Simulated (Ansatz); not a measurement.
The input, for Ansatz 0.2.0:

```yaml
crystal:
  periodic: [false, false, false]
  atoms:
    - {symbol: B, position_ang: [-1.341295, 0.000000, 0.000000]}
    - {symbol: H, position_ang: [-1.938028, 1.033571, 0.000000]}
    - {symbol: H, position_ang: [-1.938028, -1.033571, 0.000000]}
    - {symbol: H, position_ang: [0.028705, 0.000000, 0.000000]}
    - {symbol: C, position_ang: [1.250705, 0.000000, 0.000000]}
    - {symbol: H, position_ang: [1.665173, 0.000000, 0.996161]}
    - {symbol: H, position_ang: [1.665173, 0.000000, -0.996161]}
basis:
  gaussian: {orbitals: cc-pVDZ}
magnetization: {spin_polarized: false, initial_magnetization: 2}
hamiltonian: {xc: {name: PBE0}}
correlation: {method: ccsd_t, electrons: outside_noble_gas}
```

```sh
$ ansatz run in.yaml --threads 1 --pin off --events-out ev --progress --plain --max-ram 2393MiB
```

Output:

```
476 factors; integrals over basis functions are off by at most 1.4e-3 eV
mean field evaluation 1: about -1784.3246 eV, gradient 2.3e1 eV
mean field evaluation 2: about -1784.3216 eV, gradient 2.3e1 eV
mean field evaluation 4: about -1785.7870 eV, gradient 7.2e0 eV
mean field evaluation 8: about -1786.0618 eV, gradient 1.2e-1 eV
mean field evaluation 16: about -1786.0619 eV, gradient 1.1e-6 eV
mean field evaluation 32: about -1785.9271 eV, gradient 1.8e0 eV
mean field -1786.06186400 eV, -65.6365628658 hartree, gradient 1.1e-6 eV, S^2 2.000000; 3 other end points of the search recorded, 0 dependent functions left out
mean field evaluation 64: about -1775.9753 eV, gradient 9.5e-4 eV
2 core orbitals not correlated: weight in the atoms' cores, before any rotation towards them, 1.000 or more for the frozen orbitals, at most 0.000 for the correlated occupied ones
reference -1775.49281087 eV, -65.2481573271 hartree; 7, 5 occupied and 44, 46 virtual orbitals, 476 factors
second order -5.87954609 eV of doubles, -0.27882437 eV of singles
cycle   1  -6.93235709 eV  change   -7.7e-1 eV  update   5.5e-2
cycle   2  -7.17415310 eV  change   -2.4e-1 eV  update   1.8e-2
cycle   3  -7.19468093 eV  change   -2.1e-2 eV  update   5.4e-3
cycle   4  -7.19629853 eV  change   -1.6e-3 eV  update   2.3e-3
cycle   5  -7.19640676 eV  change   -1.1e-4 eV  update   8.3e-4
cycle   6  -7.19643901 eV  change   -3.2e-5 eV  update   2.8e-4
cycle   7  -7.19650937 eV  change   -7.0e-5 eV  update   8.8e-5
cycle   8  -7.19652377 eV  change   -1.4e-5 eV  update   2.9e-5
cycle   9  -7.19652048 eV  change    3.3e-6 eV  update   1.0e-5
perturbative correction -0.15018913 eV, -0.0055193486 hartree
Total energy: -1782.83952048 eV, -65.5181439255 hartree
```

Ran on 1 thread of Arm Neoverse V1, shared host: 3.9 s wall, 0.18 GiB peak host memory.
